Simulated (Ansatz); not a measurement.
The cluster LiSi₂. The state is a quartet with charge 0. Geometry PBE-D4/def2-TZVP; atoms count from 1.

Cartesian coordinates in Å:
```
Li -1.180 0.730 0.604
Si 0.270 -0.012 -1.354
Si 0.910 -0.717 0.750
```

At PBE0-D4/def2-TZVP a doublet of charge 0 lies 1.37 eV below the quartet, each at its own geometry. The structure comes from a short search, and lower isomers may exist.

Q: Estimate the Mulliken populations from the PBE0/def2-TZVP orbitals of Ansatz.

A: 
```tsv
atom	charge (e)	spin (α − β)
Li1	0.58	0.17
Si2	-0.29	1.42
Si3	-0.29	1.42
```
Mulliken values and Mayer orders depend strongly on the basis.

Q: Where does the spin sit?

A: Summed by element: Li 0.17, Si 2.83, of 3 unpaired in all. Largest on single atoms: Si2 1.42, Si3 1.42, Li1 0.17.

Q: And the Mayer bond orders between bonded heavy atoms (over 0.3)?

A: Li1–Si2 0.38 (2.55 Å); Li1–Si3 0.38 (2.55 Å); Si2–Si3 1.72 (2.31 Å).
